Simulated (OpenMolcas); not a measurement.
**CH3AlO (SMILES [CH2]1[O][AlH]1), run twice**

Aim: the energy of CH3AlO at CCSD/Ahlrichs_VTZ (fermi aufbau 0).

The results are computed with OpenMolcas 26.06.

1 further run of the same task is left out (set aside as unsound or not needed).

## Step 1: The system as given

CH3AlO: 6 atoms, total charge 0, spin state singlet. As SMILES, `[CH2]1[O][AlH]1`. The shape comes from GFN2-xTB, which is rough for such elements, and wasn't checked as a minimum.

Bond lengths: C1–Al3 1.898 Å, O2–Al3 1.656 Å, C1–H4 1.088 Å, C1–H5 1.088 Å, Al3–H6 1.513 Å. Angles: C1–Al3–O2 53.3°, C1–Al3–H6 157.6°, O2–Al3–H6 149.1°, Al3–C1–H4 124.6°, Al3–C1–H5 124.9°, H4–C1–H5 110.3°. A long bond or contact: C1–O2 1.608 Å.

## Step 2: The input as first written

calc.inp reads:

```
&GATEWAY
 BasisSet
 C.Ahlrichs_VTZ....
 C1 -0.015710 -0.232230 -0.789110 angstrom
 End of Basis
 BasisSet
 O.Ahlrichs_VTZ....
 O2 0.240780 -1.000660 0.600230 angstrom
 End of Basis
 BasisSet
 Al.Ahlrichs_VTZ....
 Al3 -0.045810 0.599160 0.917200 angstrom
 End of Basis
 BasisSet
 H.Ahlrichs_VTZ....
 H4 -0.872510 -0.710350 -1.259130 angstrom
 H5 0.875900 -0.374680 -1.395580 angstrom
 H6 -0.182650 1.718750 1.926390 angstrom
 End of Basis

&SEWARD

&SCF
 Charge=-1
 PrOrbitals=1 1

&RASSCF
 FileOrb=$Project.ScfOrb
 Spin=1
 Nactel=0 0 0
 Inactive=15
 Ras2=0
 OutOrbitals=Canonical
 OrbListing=NoCore

&MOTRA
 JobIph
 Frozen=7

&CCSDT
 CCSD
 Iterations=50
 Extrapolation=5 4
```

On the command line:

```bash
export MOLCAS_MEM=1860
pymolcas calc.inp > calc.log
```

Output:

```text
--- Start Module: gateway ---

                                              &GATEWAY

                       available to each process: 1.9 GB of memory, 1 thread

++    Symmetry information:
      ---------------------

                    Character Table for C1

                             E
                    a        1  x, y, xy, Rz, z, xz, Ry, yz, Rx, I
--

++    Basis set information:
      ----------------------

      Basis set label: C.AHLRICHS_VTZ.........

      Electronic valence basis set:
      ------------------
      Associated Effective Charge   6.000000 au
      Associated Actual Charge      6.000000 au
      Nuclear Model: Point charge

      Shell  nPrim  nBasis  Cartesian Spherical Contaminant
         s      10       6        X
         p       6       3        X

      Basis set label: O.AHLRICHS_VTZ.........

[... 122 lines left out ...]
      Cartesian coordinates in angstrom:
      -----------------------------------------------------
      No.  Label        X            Y            Z
      -----------------------------------------------------
       1   C1        -0.01571000  -0.23223000  -0.78911000
       2   O2         0.24078000  -1.00066000   0.60023000
       3   AL3       -0.04581000   0.59916000   0.91720000
       4   H4        -0.87251000  -0.71035000  -1.25913000
       5   H5         0.87590000  -0.37468000  -1.39558000
       6   H6        -0.18265000   1.71875000   1.92639000
      -----------------------------------------------------
      Nuclear repulsion energy =   93.06735557
--

++    Orbital specifications:
      -----------------------

      Symmetry species               1
                                     a
      Frozen orbitals                0
 WrInp: Error in definition of molecular charge!
 Current implementation only allows double occupations.
 Tot_Charge    :  -1.0000000000000000
 Tot_El_Charge :  -31.000000000000000
 Tot_Nuc_Charge:   30.000000000000000

--- Stop Module: scf /rc=-6 ---

.########################.
.# Non-zero return code #.
.########################.

    Timing: Wall=1.23 User=0.91 System=0.28
```

Wall time 1.4 s (1 thread of Arm Neoverse V2, shared host); peak memory 0.39 GiB.

## Step 3: Reading the log

The program stopped with an error.

The log says `WrInp: Error in definition of molecular charge`. What is wrong: the electron count doesn't fit the spin or reference typed: an even count needs an odd multiplicity, an odd count an even one. To mend it: change of charge default in place of -1.

## Step 4: Try two

calc.inp, as its differences from that of step 2:

```diff
@@ -1 +1,3 @@
+* CH3AlO CCSD
+
 &GATEWAY
@@ -23,13 +25,22 @@
 &SCF
- Charge=-1
- PrOrbitals=1 1
+ Fermi
+ 0
+ PrOrbitals
+ 1 2
 
 &RASSCF
- FileOrb=$Project.ScfOrb
- Spin=1
- Nactel=0 0 0
- Inactive=15
- Ras2=0
- OutOrbitals=Canonical
- OrbListing=NoCore
+ FileOrb
+ $Project.ScfOrb
+ Spin
+ 1
+ Nactel
+ 0 0 0
+ Inactive
+ 15
+ Ras2
+ 0
+ OutOrbitals
+ Canonical
+ OrbListing
+ NoCore
 
@@ -37,3 +48,4 @@
  JobIph
- Frozen=7
+ Frozen
+ 7
 
@@ -41,3 +53,5 @@
  CCSD
- Iterations=50
- Extrapolation=5 4
+ Iterations
+ 50
+ Extrapolation
+ 5 4
```

On the command line:

```bash
export MOLCAS_MEM=1860
pymolcas calc.inp > calc.log
```

Output:

```text
--- Start Module: gateway ---
[...]
--- Stop Module: gateway /rc=_RC_ALL_IS_WELL_ ---
[...]
      Basis functions           61
[...]
       Convergence after  12 Iterations
[...]
::    Total SCF energy                               -356.3061374737
[...]
      Total spin, S                                     0.0000000000
[...]
      Number of active orbitals                  0
[...]
      Spin quantum number                      0.0
[...]
      Active orbitals                            0
[...]
      Number of CSFs                             1
[...]
      Number of root(s) required                 1
[...]
      Convergence after  4 iterations
[...]
      Natural orbitals and occupation numbers for root  1
      ************************************************************************************************************************
      *                                                    Final results                                                     *
      ************************************************************************************************************************
[...]
::    RASSCF root number  1 Total energy:   -356.30613747
[...]
      Total electronic charge=   30.000000
      Total            charge=   -0.000000
[...]
      Dipole Moment (debye):
      Origin of the operator (angstrom)=    0.0387   -0.0343    0.4163
                   X= -6.5799E-01               Y=  3.5946E+00               Z=  6.2658E-01           Total=  3.7076E+00
      Quadrupole Moment (debye*angstrom):
[...]
--- Start Module: motra ---
[...]
      *** WARNING: Default frozen orbitals is overwritten by user input.
      *** Default values:   4
[...]
--- Stop Module: motra /rc=_RC_ALL_IS_WELL_ ---
--- Start Module: ccsdt ---
[...]
      Convergence after                    15  Iterations
      Total energy (diff) :    -356.60475492      -0.00000002
[...]
--- Stop Module: ccsdt /rc=_RC_ALL_IS_WELL_ ---
[...]
```

Wall time 7.2 s (1 thread of Arm Neoverse V2, shared host); peak memory 0.4 GiB.

## Step 5: What came out

At CCSD/Ahlrichs_VTZ (fermi aufbau 0):

```
                                   quantity          value
                               total energy  -356.60475 Eh
         dipole moment (mean-field density)         3.71 D
        HOMO energy (Hartree–Fock orbitals)       -9.84 eV
        LUMO energy (Hartree–Fock orbitals)        1.31 eV
      HOMO–LUMO gap (Hartree–Fock orbitals)       11.15 eV
correlation energy (7 core orbitals frozen)     -298.6 mEh
```

In words: Mulliken charges of the mean-field density run from -0.81 on O2 to +1.16 on Al3; they depend strongly on the basis.
